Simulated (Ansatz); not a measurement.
Ansatz (an electronic-structure program) input (CCSD(T)/def2-SVP):

Ansatz 0.2 input:
```yaml
crystal:
  periodic: [false, false, false]
  atoms:
    - {symbol: C, position_ang: [0.00050689, -0.00132078, 0.55496514]}
    - {symbol: F, position_ang: [-0.01645668, 1.26857246, -0.12029224]}
    - {symbol: F, position_ang: [1.10642385, -0.61968926, -0.12581178]}
    - {symbol: F, position_ang: [-1.09030510, -0.64800268, -0.12387274]}
basis:
  gaussian:
    orbitals: def2-SVP
total_charge: -1
magnetization: {spin_polarized: false}
correlation: {method: ccsd_t, electrons: outside_noble_gas}
```

Output:

```
Functional definition: HF
integrals: 0.02 GiB planned
534 factors; integrals over basis functions are off by at most 1.3e-3 eV
mean field: 0.12 GiB planned
mean field evaluation 1: about -9137.1280 eV, gradient 2.8e1 eV
mean field evaluation 2: about -9137.2589 eV, gradient 2.8e1 eV
mean field evaluation 4: about -9138.9873 eV, gradient 2.8e0 eV
mean field evaluation 8: about -9139.0319 eV, gradient 8.3e-4 eV
mean field evaluation 16: about -9138.8654 eV, gradient 2.8e0 eV
mean field -9139.03187543 eV, -335.8532267637 hartree, gradient 2.7e-6 eV, S^2 0.000000; 0 other end points of the search recorded, 0 dependent functions left out
4 core orbitals not correlated
reference -9139.03187543 eV, -335.8532267637 hartree; 13, 13 occupied and 39, 39 virtual orbitals, 534 factors
second order -18.56851891 eV of doubles, -0.00000000 eV of singles
coupled cluster: 0.12 GiB planned
cycle   1  -18.46016090 eV  change    1.1e-1 eV  update   9.2e-2
cycle   2  -18.84497327 eV  change   -3.8e-1 eV  update   2.7e-2
cycle   3  -18.95147893 eV  change   -1.1e-1 eV  update   1.3e-2
cycle   4  -18.94350210 eV  change    8.0e-3 eV  update   2.6e-3
cycle   5  -18.94198092 eV  change    1.5e-3 eV  update   1.3e-3
cycle   6  -18.94299592 eV  change   -1.0e-3 eV  update   3.9e-4
cycle   7  -18.94278545 eV  change    2.1e-4 eV  update   1.3e-4
cycle   8  -18.94273874 eV  change    4.7e-5 eV  update   3.3e-5
cycle   9  -18.94276409 eV  change   -2.5e-5 eV  update   1.2e-5
perturbative correction -0.35741616 eV, -0.0131348015 hartree
Total energy: -9158.33205567 eV, -336.5624953055 hartree
```
